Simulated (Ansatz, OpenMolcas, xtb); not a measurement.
**A ladder of methods for CH3AlO (SMILES [CH3][Al]=[O])**

The species is CH3AlO (6 atoms), meant as a singlet with charge 0. SMILES: `[CH3][Al]=[O]`. The coordinates come from a PBE0-D4/def2-TZVP relaxation.

Each level gives the HOMO–LUMO gap (eV). The values are calculated.

| level | kind | program | value (eV) | CPU time |
| --- | --- | --- | --- | --- |
| GFN1-xTB | semi-empirical | xtb | 4.73 | under 2 s |
| HF/aug-cc-pVDZ | Hartree–Fock | Ansatz | 10.83 | 6.1 s |
| SVWN5/aug-cc-pVDZ | LDA | OpenMolcas | 3.69 | 29 s |
| revPBE/aug-cc-pVDZ | GGA | Ansatz | 3.65 | 11 s |
| M06-L/aug-cc-pVDZ | meta-GGA | OpenMolcas | 4.14 | 55 s |
| PBE0/aug-cc-pVDZ | global hybrid | OpenMolcas | 5.68 | 38 s |
| wB97M-V/aug-cc-pVDZ | range-separated hybrid | Ansatz | 9.26 | 67 s |
| wB97X/aug-cc-pVDZ | range-separated hybrid | Ansatz | 9.78 | 37 s |
| B2PLYP/aug-cc-pVDZ | double hybrid | OpenMolcas | 7.66 | 32 s |

The values span 3.65 to 10.83 eV. Orbital gaps aren't excitation energies, and those of double hybrids come from the SCF part alone; they tend to grow with the share of exact exchange. Times are those of the runs behind each value, whatever else they computed, on shared processors of several kinds: orders of magnitude only.
